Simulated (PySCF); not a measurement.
# C4H8O: the cost of one run

The runs use PySCF 2.14.0, with density-fitted response routines of our own; the level of theory stands in each step. All values are computed, except where a source is named. Atoms count from 0, in the outputs and in this text.

## (1) The starting structure

13 atoms, charge 0, multiplicity 1; geometry from: GFN2-xTB. The atoms were then displaced at random by about 0.01 Å, so the start is not that level's minimum.

Bonds of the start (Å): O0–C1 1.44, C1–C2 1.53, C2–C3 1.47, C3–C4 1.49, C4–C2 1.48, O0–H5 0.95, C1–H6 1.10, C1–H7 1.11, C2–H8 1.05, C3–H9 1.08, C3–H10 1.11, C4–H11 1.10, C4–H12 1.11.

## (2) Geometry optimisation at PBE0-D3(BJ)/def2-TZVP

What the job is given:

```
{"job": {"xc": "PBE0", "basis": "def2-TZVP", "d3": "d3bj", "grid": 2, "shake": 0.01, "kind": "geom"}, "charge": 0, "multiplicity": 1}
O      2.094760    -0.834410    -0.614900
C      1.301810     0.252880    -0.107480
C     -0.166710     0.167280    -0.518900
C     -1.055490    -0.667100     0.299120
C     -1.199870     0.817840     0.322010
H      1.655050    -1.632640    -0.355860
H      1.395970     0.289740     0.992190
H      1.779660     1.169250    -0.517670
H     -0.292430     0.180010    -1.564610
H     -0.707690    -1.166540     1.193210
H     -1.863880    -1.234040    -0.200590
H     -0.871940     1.339090     1.233460
H     -2.063410     1.301760    -0.170310
```

Started as:

```
> OMP_NUM_THREADS=1 python probes_run.py task.json out
```

This one command runs all jobs of the session in turn.

Q: Estimate the wall time and peak memory of this first job on 1 thread of Arm Neoverse V1, shared host.

About 2.4 min, with a peak of 0.98 GiB.
